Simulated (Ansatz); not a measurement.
**ZnS⁺, quartet: the ladder up to UCCSDT(Q)**

Geometry: that of the ZnS, triplet, kept fixed. The doublet lies 1.0 eV lower here.

```xyz
2

Zn    0.0000    0.0000    0.0000
S     0.0000    0.0000    2.2554
```

Basis def2-TZVPP; Ansatz 0.2.0. Only valence electrons are correlated (noble-gas cores frozen), which leaves 17 electrons in 92 orbitals. R marks a restricted (for open shells ROHF) determinant, U an unrestricted one. Active spaces: valence = (17e, 10o) chosen from the atoms' valence shells. No spin–orbit coupling is included, and no scalar relativity. The metal's outer-core shells are frozen, which leaves out core–valence correlation.

Full CI isn't at hand for all of this; UCCSDT(Q) serves as the reference, and is uncertain by about the last step of the cluster series. The frozen core follows each run's orbitals, which can shift R against U totals by a few meV for light atoms and by up to 0.1 eV past Ca.

The UHF ⟨S²⟩ is 3.767 and the T1 diagnostic (RCCSD) is 0.0201. The largest doubles amplitude (RCCSD) is 0.030. The T1 diagnostic (UCCSD) is 0.0172.

```json
{"level": "UHF", "E − E(RHF) (eV)": "-0.1923"}
{"level": "UMP2", "E − E(RHF) (eV)": "-15.9273"}
{"level": "UCCSD", "E − E(RHF) (eV)": "-15.3497"}
{"level": "UCCSD(T)", "E − E(RHF) (eV)": "-15.8121"}
```

**Question.** Estimate how far UCCSDT(Q) in def2-TZVPP lies from UCCSD(T). The table doesn't fix it; the size of (T) and the diagnostics are the guide.

**Answer.** UCCSDT(Q) in def2-TZVPP lies 0.14 kcal/mol below UCCSD(T), which is 1 % of the (T) step (-10.66 kcal/mol). The diagnostics are small and one determinant leads, so the series closes fast and only a small part of (T) is left.

The other levels:

```tsv
level	E − E(UCCSDT(Q)) (kcal/mol)	share of correlation (%)	wall time
UCCSDT	0.05	99.99	–
```

The correlation energy at UCCSDT(Q), counted from RHF, is -15.818 eV. That run took 2.8 min on 2 threads of AMD EPYC 7R13 with a shared H100 80 GB, shared host.

Run but not shown, since their state or frozen core can't be matched to the reference's or they repeat it: RHF, RMP2, RCCSD, RCCSD(T), RCCSDT, RCCSDT(Q), CASSCF (valence space), NEVPT2 (valence space).

Times hold each run's SCF and search for its determinant on a shared host, so for small cases they say little of a method's own cost.

Natural occupations of CASSCF (valence space) about the gap: 2.000 2.000 1.000 1.000 1.000; effectively unpaired electrons, Σ n²(2−n)², 3.00.
